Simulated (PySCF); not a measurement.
Molecule: `Cn1cncn1`, C$_{3}$H$_{5}$N$_{3}$.

Bonds (- single, = double, # triple, : aromatic): C1-N2 1.438 Å, N2:C3 1.349 Å, C3:N4 1.315 Å, N4:C5 1.353 Å, C5:N6 1.321 Å, N6:N2 1.336 Å. C1 carries H7, H8, H9; C3 carries H10; C5 carries H11.

Geometry PBE0-D3(BJ)/def2-SVP throughout; GIAO in PySCF, gas phase, one conformer, non-relativistic; equivalent atoms averaged; functional PBE0.

For orientation, def2-SVP gives these absolute shieldings σ: C5 45.5, C3 54.8, C1 159.4, N6 -39.5, N4 -3.2, N2 56.3, H11 23.90, H10 24.04, H7/H8/H9 27.82 ppm.

A run gave: C5 22.3, C3 33.4, C1 147.0, N6 -72.9, N4 -31.7, N2 27.3, H11 23.33, H10 23.46, H7/H8/H9 27.51 ppm (absolute shieldings σ).

Which basis set was used in that run?
A. 6-311+G(2d,p)
B. cc-pVTZ
C. def2-TZVP
D. IGLO-III
E. pcSseg-2

Answers

E. H11 tells them apart best: pcSseg-2 gives 23.33, cc-pVTZ gives 23.48, IGLO-III gives 23.50, def2-TZVP gives 23.62, 6-311+G(2d,p) gives 23.63 ppm.
